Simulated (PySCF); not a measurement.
i-Si4H10, optimised at PBE0/def2-TZVP:

```xyz
14

Si    -0.0699    -0.1204     0.1253
Si    -0.0137     0.8358    -2.0111
Si     2.1987     1.2467    -2.6579
Si    -1.2502     2.8238    -2.0426
H      0.7006    -1.3931     0.1512
H      0.5331     0.8188     1.1094
H     -1.4714    -0.4033     0.5374
H     -0.6248    -0.1225    -2.9797
H      2.2458     1.8387    -4.0221
H      2.8290     2.2004    -1.7054
H      2.9882    -0.0144    -2.6581
H     -0.6564     3.7973    -1.0867
H     -2.6617     2.5705    -1.6456
H     -1.2387     3.4277    -3.4025
```

Computed with PySCF and rigid-rotor harmonic-oscillator thermochemistry at 1 bar. 6-31G* has spherical d functions here. All species are closed-shell singlets. B3LYP is the form with VWN-RPA correlation.

**Question.** List the harmonic frequencies (cm⁻¹, unscaled) at this level and at the other levels, each on its own geometry.

**Answer.** 
- PBE0/def2-TZVP: 76, 84, 84, 93, 94, 107, 346, 421, 421, 447, 447, 457, 565, 567, 567, 698, 698, 861, 861, 900, 933, 936, 936, 939, 940, 942, 2185, 2210, 2210, 2215, 2222, 2222, 2222, 2224, 2224, 2227
- B3LYP/6-31G*: 58, 82, 82, 94, 94, 116, 340, 436, 436, 447, 447, 469, 575, 575, 577, 719, 719, 879, 879, 920, 945, 947, 947, 951, 952, 952, 2196, 2228, 2228, 2234, 2240, 2242, 2242, 2244, 2244, 2248
- HF/6-31G*: 53, 84, 84, 101, 101, 126, 365, 472, 472, 484, 484, 516, 629, 629, 633, 785, 785, 974, 974, 1019, 1028, 1030, 1030, 1035, 1036, 1036, 2319, 2357, 2357, 2359, 2360, 2360, 2364, 2364, 2365, 2370
- PBE/def2-SVP: 83, 85, 85, 94, 94, 106, 336, 409, 409, 434, 434, 444, 545, 547, 547, 669, 669, 820, 820, 857, 898, 900, 900, 905, 905, 906, 2128, 2148, 2148, 2153, 2163, 2164, 2164, 2166, 2166, 2169
